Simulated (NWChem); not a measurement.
# C3O2 (SMILES O=C=C=C=O): levels of theory compared

Aim: a comparison of 4 runs (HF/STO-3G, HF/3-21G, B3LYP/6-31G*) of C3O2. 

The calculation is run with NWChem 7.3.0.

2 further runs of the same task are left out: 2 that didn't finish.

### Step 1. Starting point

C3O2 has 5 atoms, charge 0, and is taken as a singlet. SMILES: `O=C=C=C=O`. Geometry: relaxed at PBE0-D4/def2-TZVP.

Bond lengths: O1–C2 1.155 Å, C2–C3 1.272 Å, C3–C4 1.272 Å, C4–O5 1.155 Å. Angles: O1–C2–C3 180.0°, C2–C3–C4 179.9°, C3–C4–O5 180.0°.

### Step 2. Energy and gradient at HF/STO-3G (run 1)

run.py reads:

```python
from ase import Atoms
from ase.calculators.nwchem import NWChem

molecule = Atoms(['O', 'C', 'C', 'C', 'O'], positions=[
    [0.309400, -2.066800, 1.252900],
    [0.166300, -1.090000, 0.652600],
    [0.008600, -0.014800, -0.008100],
    [-0.146600, 1.060500, -0.669200],
    [-0.287900, 2.037500, -1.269700],
])

calc = NWChem(
    label='c3o2',
    theory='scf',
    memory='2200 mb',
    basis='STO-3G',
    basispar='spherical bse',
    scf={'nopen': '0', 'rhf': None, 'thresh': '1e-08', 'maxiter': '80', 'print': 'low'},
)
molecule.calc = calc

forces = molecule.get_forces()
e = molecule.get_potential_energy()
print(f"E = {e:.6f} eV")
print("forces (eV/A):")
for s, f in zip(molecule.symbols, forces):
    print(f"{s:2s} {f[0]:10.5f} {f[1]:10.5f} {f[2]:10.5f}")
```

Command:

```bash
$ export ASE_NWCHEM_COMMAND="nwchem PREFIX.nwi > PREFIX.nwo"
$ python run.py
```

Output:

```text
E = -7068.614785 eV
forces (eV/A):
O     0.41256   -2.81839    1.73200
C    -0.55495    3.78142   -2.32356
C     0.00504   -0.00057   -0.00072
C     0.54394   -3.77505    2.32150
O    -0.40659    2.81258   -1.72917
```

The calculator wrote c3o2.nwi:

```
title "c3o2"

permanent_dir c3o2

scratch_dir c3o2

start c3o2

geometry units angstrom nocenter noautosym noautoz
  O  3.0940000000000001e-01 -2.0668000000000002e+00 1.2528999999999999e+00
  C  1.6630000000000000e-01 -1.0900000000000001e+00 6.5259999999999996e-01
  C  8.6000000000000000e-03 -1.4800000000000001e-02 -8.0999999999999996e-03
  C  -1.4660000000000001e-01 1.0605000000000000e+00 -6.6920000000000002e-01
  O  -2.8789999999999999e-01 2.0375000000000001e+00 -1.2697000000000001e+00
end

memory 2200 mb

basis spherical bse noprint
   * library STO-3G
end

scf
  nopen 0
  rhf
  thresh 1e-08
  maxiter 80
  print low
end

task scf gradient
```

c3o2.nwo:

```text
Northwest Computational Chemistry Package (NWChem) 7.3.0
             --------------------------------------------------------

           Job information
           ---------------

    nwchem branch   = 7.3.0
    use scalapack   = T
    input           = c3o2.nwi
    prefix          = c3o2.
    data base       = c3o2/c3o2.db
    status          = startup
    nproc           =        1

           Memory information
           ------------------

[... 5 lines left out ...]
    hardfail = no
[... 99 lines left out ...]
       Final RHF  results
[... 3 lines left out ...]
      One-electron energy =   -599.673892088069
[... 1 line left out ...]
 Nuclear repulsion energy =    123.055131723790
[... 6 lines left out ...]
                         RHF ENERGY GRADIENTS

    atom               coordinates                        gradient
                 x          y          z           x          y          z
   1 O       0.584681  -3.905686   2.367638   -0.008023   0.054809  -0.033682
   2 C       0.314261  -2.059801   1.233235    0.010792  -0.073537   0.045186
   3 C       0.016252  -0.027968  -0.015307   -0.000098   0.000011   0.000014
   4 C      -0.277034   2.004054  -1.264605   -0.010578   0.073413  -0.045146
   5 O      -0.544052   3.850317  -2.399385    0.007907  -0.054696   0.033627

 Task  times  cpu:        0.7s     wall:        0.7s
 Total times  cpu:        0.7s     wall:        0.7s
```

Run time: 2.2 s. Hardware: 1 thread of Intel Xeon Platinum 8488C (Sapphire Rapids), shared host; peak memory 0.097 GiB.

### Step 3. Energy and forces at HF/3-21G (run 2)

input.nw reads:

```
start input
title "C3O2 gradient"
memory stack 880 mb heap 220 mb global 1100 mb
geometry noautosym nocenter noautoz
  O      0.309400    -2.066800     1.252900
  C      0.166300    -1.090000     0.652600
  C      0.008600    -0.014800    -0.008100
  C     -0.146600     1.060500    -0.669200
  O     -0.287900     2.037500    -1.269700
end
basis spherical bse
  O library 3-21G
  C library 3-21G
end
scf
  thresh 1e-08
  maxiter 80
end
task scf gradient
```

Command:

```bash
$ nwchem input.nw > input.out
```

Output:

```text
[...]
  functions       =    45
[...]
  wavefunction    = RHF
[...]
         Total SCF energy =   -261.808135056561
      One-electron energy =   -599.405485370061
      Two-electron energy =    214.542218589710
 Nuclear repulsion energy =    123.055131723790
        Time for solution =      0.8s
[...]
                         RHF ENERGY GRADIENTS
    atom               coordinates                        gradient
                 x          y          z           x          y          z
   1 O       0.584681  -3.905686   2.367638   -0.000875   0.005880  -0.003608
   2 C       0.314261  -2.059801   1.233235    0.004187  -0.028117   0.017263
   3 C       0.016252  -0.027968  -0.015307   -0.000164   0.000006   0.000031
   4 C      -0.277034   2.004054  -1.264605   -0.003960   0.028017  -0.017257
   5 O      -0.544052   3.850317  -2.399385    0.000811  -0.005786   0.003571
[...]
```

It took 1.6 s on 1 thread of Intel Xeon Platinum 8488C (Sapphire Rapids), shared host; peak memory 0.094 GiB.

Run 3 isn't shown in full; the table further down has it.

### Step 4. Energy and gradient at B3LYP/6-31G(d) (Cartesian functions) (run 4)

c3o2.xyz reads:

```xyz
5

O      0.309400    -2.066800     1.252900
C      0.166300    -1.090000     0.652600
C      0.008600    -0.014800    -0.008100
C     -0.146600     1.060500    -0.669200
O     -0.287900     2.037500    -1.269700
```

run.py reads:

```python
from ase.io import read
from ase.calculators.nwchem import NWChem

mol = read('c3o2.xyz')

calc = NWChem(
    label='c3o2',
    theory='dft',
    memory='2200 mb',
    basis='6-31G*',
    dft={'xc': 'b3lyp', 'mult': '1', 'grid': 'xfine', 'convergence': 'energy 1e-08', 'iterations': '100', 'mulliken': None},
)
mol.calc = calc

forces = mol.get_forces()
print("Total energy (eV):", round(mol.get_potential_energy(), 6))
print("forces (eV/A):")
for s, f in zip(mol.symbols, forces):
    print(f"{s:2s} {f[0]:10.5f} {f[1]:10.5f} {f[2]:10.5f}")
print("dipole (e A):", mol.get_dipole_moment().round(4))
```

Command:

```bash
$ export ASE_NWCHEM_COMMAND="nwchem PREFIX.nwi > PREFIX.nwo"
$ python run.py
```

Output:

```text
Total energy (eV): -7203.369967
forces (eV/A):
O     0.20564   -1.40619    0.86415
C    -0.14213    0.96709   -0.59413
C     0.00134   -0.00067   -0.00010
C     0.13786   -0.96164    0.59192
O    -0.20265    1.40146   -0.86178
dipole (e A): [ 0.0001 -0.0001  0.    ]
```

The calculator wrote c3o2.nwi:

```
title "c3o2"

permanent_dir c3o2

scratch_dir c3o2

start c3o2

geometry units angstrom nocenter noautosym noautoz
  O  3.0940000000000001e-01 -2.0668000000000002e+00 1.2528999999999999e+00
  C  1.6630000000000000e-01 -1.0900000000000001e+00 6.5259999999999996e-01
  C  8.6000000000000000e-03 -1.4800000000000001e-02 -8.0999999999999996e-03
  C  -1.4660000000000001e-01 1.0605000000000000e+00 -6.6920000000000002e-01
  O  -2.8789999999999999e-01 2.0375000000000001e+00 -1.2697000000000001e+00
end

memory 2200 mb

basis noprint
   * library 6-31G*
end

dft
  xc b3lyp
  mult 1
  grid xfine
  convergence energy 1e-08
  iterations 100
  mulliken
end

task dft gradient
```

c3o2.nwo:

```text
Northwest Computational Chemistry Package (NWChem) 7.3.0
             --------------------------------------------------------

           Job information
           ---------------

    nwchem branch   = 7.3.0
    use scalapack   = T
    input           = c3o2.nwi
    prefix          = c3o2.
    data base       = c3o2/c3o2.db
    status          = startup
    nproc           =        1

           Memory information
           ------------------

[... 5 lines left out ...]
    hardfail = no
[... 92 lines left out ...]
  convergence criterion.
[... 41 lines left out ...]
          Spatial weights used:  Erf1
[... 32 lines left out ...]
 1-e energy   =    -601.185171
[... 43 lines left out ...]
           Coulomb energy =      248.317208448695
[... 596 lines left out ...]
          Convergence on density requested:  1.00D-05
[... 27 lines left out ...]
          total energy or number of iterations.
[... 36 lines left out ...]
                 ----------------------------------------
                 |  Time  |  1-e(secs)   |  2-e(secs)   |
                 ----------------------------------------
                 |  CPU   |       0.00   |       0.87   |
                 ----------------------------------------
                 |  WALL  |       0.00   |       0.87   |
                 ----------------------------------------

 Task  times  cpu:       17.0s     wall:       17.0s
 Total times  cpu:       17.0s     wall:       17.0s
```

Run time: 19 s. Hardware: 1 thread of Intel Xeon Platinum 8488C (Sapphire Rapids), shared host; peak memory 0.13 GiB.

### Step 5. Overview of the runs

| run | level | iteration cap | module | energy (Eh) | largest force (eV/Å) | wall time |
| --- | --- | --- | --- | --- | --- | --- |
| 1 | HF/STO-3G | 80 | scf | -259.766804 | 4.473 | 2.2 s |
| 2 | HF/3-21G | 80 | scf | -261.808135 | 1.710 | 1.6 s |
| 3 | B3LYP/6-31G* (spherical functions) | 100 | dft | -264.714026 | 1.712 | 17 s |
| 4 | B3LYP/6-31G* (Cartesian functions) | 100 | dft | -264.718966 | 1.663 | 19 s |

### Step 6. Outcome

| quantity | value |
| --- | --- |
| run 4: total energy | -264.71897 Eh |
| run 4: dipole moment | 0.00 D |
| run 4: HOMO energy | -7.85 eV |
| run 4: LUMO energy | -1.66 eV |
| run 4: HOMO–LUMO gap | 6.19 eV |
| run 4: largest force on an atom | 1.663 eV/Å |

In words: Over runs 2, 3, 4 the HOMO–LUMO gap runs from 6.19 eV (B3LYP/6-31G*) to 13.01 eV (HF/3-21G). The two ends differ in method and basis. In run 1 the basis is minimal, so the values are rough. All runs together took 39 s, the longest 19 s.
